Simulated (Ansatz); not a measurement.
Mulliken charges of `[CH2]OC` radical from ωB97M-V/def2-TZVPP in Ansatz (PBE0-D4/def2-TZVP geometry).

```
atom   x (Å)   y (Å)   z (Å)  charge (e)
  C1  -0.586   0.913  -0.729      -0.156
  O2   0.588   0.318  -0.452      -0.237
  C3   0.505  -0.758   0.454      -0.184
  H4  -1.397   0.822  -0.011       0.095
  H5  -0.505   1.766  -1.387       0.114
  H6   0.073  -0.432   1.407       0.114
  H7   1.520  -1.117   0.622       0.129
  H8  -0.105  -1.568   0.041       0.125
```

Question: By hand: the dipole of these point charges (1 e Å = 4.8032 D).

Answer: Σ q r = (-0.140, -0.188, 0.224) e Å, of length 0.324 e Å = 1.56 D.

Question: How does the dipole of the full density compare? (An estimate is asked.)

Answer: Ansatz gave: (-0.069, -0.138, 0.230) e Å, 1.33 D; the point charges give 1.17 times that, at 14° from its direction.

Point charges leave out the atoms' own dipoles, such as those of lone pairs, and Mulliken's split depends on the basis, so the two needn't agree.
